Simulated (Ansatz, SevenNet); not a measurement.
Bulk modulus (GPa) of solids drawn from the class of alkali halides, at two levels: the machine-learned potential SevenNet-l3i5 (trained on PBE and PBE+U data), and r²SCAN (Ansatz, a program for electronic structure, PAW).

| solid | SevenNet-l3i5 | r²SCAN |
|---|---|---|
| rock-salt KCl | 14.5 | 19.1 |
| rock-salt NaCl | 24.7 | 27.5 |
| rock-salt KI | 10.4 | 12.4 |
| rock-salt KF | 29.9 | 35.2 |
| rock-salt LiF | 59.3 | 77.4 |
| rock-salt NaF | 43.1 | ? |
| rock-salt LiCl | 31.3 | 34.8 |

Task: Estimate the withheld r²SCAN value from the other rows.

Result: One way: carry over the typical ratio. The ratios r²SCAN / SevenNet-l3i5 of the other rows, in order: 1.112, 1.113, 1.177, 1.192, 1.305, 1.317; median 1.1845. Rock-salt NaF: 43.1 × 1.1845 = 51.1 GPa; the run gives 54.4 GPa. The ratios spread from 1.112 to 1.317, so such an estimate is rough.

Over all 7 rows r²SCAN is the larger in 7.

Spin–orbit coupling is left out, also for the solids with elements from indium on (rock-salt KI); its size isn't shown.

Each level is taken at its own relaxed cell. Ansatz's density-functional and Hartree–Fock values are scalar-relativistic unless marked +SOC, with PAW data made under PBE.
